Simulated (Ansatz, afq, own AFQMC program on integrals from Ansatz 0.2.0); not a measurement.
F, doublet → F⁻, triplet

A free F atom.

E(triplet, charge -1) − E(doublet, charge +0) at this geometry, on UHF and UHF determinants.

Basis aug-cc-pVDZ. Only valence electrons are correlated. Ansatz 0.2.0 and our own AFQMC program on the same integrals; the CISD trial comes from CCSD amplitudes, and released means the phaseless constraint is let go. Error bars are statistical, one sigma. The errors of all members are added in quadrature.

Full CI is exact in this basis; where marked, its frozen core comes from its own orbitals, which moves totals by up to a few meV.

Errors are counted within aug-cc-pVDZ, not against nature.

Cautions: F⁻ (triplet): another spin lies lower, at this level and basis the anion state lies above a neutral one, the search met a lower determinant of the same kind, perhaps of another symmetry (109 meV lower), and this one is a saddle point, a state of other symmetry lies lower (by 220 meV), full CI with its own frozen core; at this level and basis the anion state lies above a neutral one.

| level | vertical energy of electron attachment (eV) |
| --- | --- |
| HF | 6.130 |
| MP2 | 5.763 |

(1) From these cheaper values, estimate the vertical energy of electron attachment at the reference level in aug-cc-pVDZ.

(1) 5.718 eV (full CI in aug-cc-pVDZ).

| level | vertical energy of electron attachment (eV) | error against FCI (eV) |
| --- | --- | --- |
| CCSD | 5.744 | 0.027 |
| CCSD(T) | 5.720 | 0.002 |
| CCSDT | 5.717 | -0.001 |
| CCSDT(Q) | 5.717 | -0.001 |
| ph-AFQMC/CISD | 5.724 ± 0.005 | 0.007 ± 0.005 |
| released AFQMC | 5.727 ± 0.008 | 0.009 ± 0.008 |

Correlation beyond CCSD(T) takes off 0.002 eV. The perturbative (T) step is worth −0.025 eV.

CCSDT and higher add their correlation energy to the determinant of the CCSD(T) run, since their own runs factorise the integrals more tightly (a shift of under 2 meV). A walk keeps the symmetry of its determinant, which the program's search chose and which needn't be the lowest solution, so a lower state of the same spin and another symmetry isn't excluded. Released energies are given only where the last usable release times agree within the noise; a slower fall can still hide under it.
